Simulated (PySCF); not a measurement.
Species: C5H11N (charge +1 and doublet state).
Geometry (GFN2-xTB, Å), atoms numbered from 1 in this order:
```
atom  x, y, z in Å
C1     2.109   -0.044   -0.139
C2     0.637    0.191   -0.457
C3    -0.282   -1.041   -0.475
C4    -1.656   -0.452   -0.136
C5    -1.308    0.702    0.803
N6    -0.005    1.077    0.431
H7     2.532   -0.728   -0.868
H8     2.208   -0.481    0.853
H9     2.682    0.880   -0.168
H10    0.613    0.653   -1.467
H11    0.044   -1.741    0.296
H12   -0.272   -1.556   -1.431
H13   -2.322   -1.179    0.320
H14   -2.137   -0.063   -1.035
H15   -1.317    0.369    1.857
H16   -2.002    1.553    0.770
H17    0.470    1.873    0.836
```

The hyperfine couplings belong to this conformer and change with its torsions.

As a line formula: `C[C@H]1CCC[NH+]1` [radical] (charge +1).

Computed with UKS B3LYP, pcH-1 on C H N, non-relativistic, mean-field spin-orbit, GIAO (PySCF 2.14.0). Geometry: GFN2-xTB, one conformer, isolated ion. Couplings are sensitive to structure, and on GFN2-xTB geometries they can be far from those on DFT ones, by a factor of two or more for some ions and for spin on atoms past the first row. The SCF solution wasn't tested for stability.

The Mulliken spin populations are largest on N6 (+0.78), H10 (+0.10) and H15 (+0.09). N6 is the only atom above +0.15. The angles at N6 add up to 359.8°, so it is planar; its axial dipolar tensor and the negative coupling of its proton fit spin in a p orbital normal to that plane.

Task: How do the β-proton couplings of this frozen conformer go with θ, the angle between the C–H bond and the normal to the plane of the spin centre's three neighbours, both seen down the bond from centre to carbon?

Result: 
```
β H  on  centre  θ (°)  cos²θ   a (G)
H15  C5      N6     21   0.87  +82.81
H16  C5      N6     43   0.53  +47.06
H10  C2      N6     11   0.96  +95.31
```

Fitting the Heller–McConnell form a = ρ(B0 + B2 cos²θ), with Mulliken ρ = 0.78, gives B0 = -15.5 G and B2 = 141.1 G, with a largest miss of 1.6 G. By this fit the coupling would be 98.4 G at θ = 0° and -12.2 G at 90°.

Couplings in gauss use g_iso = 2.0035.

On one thread, Arm Neoverse V1 (aarch64) (shared host), this took 51 s of wall time (with the writing of density and orbital grids) and 1.0 GiB of memory at its peak.
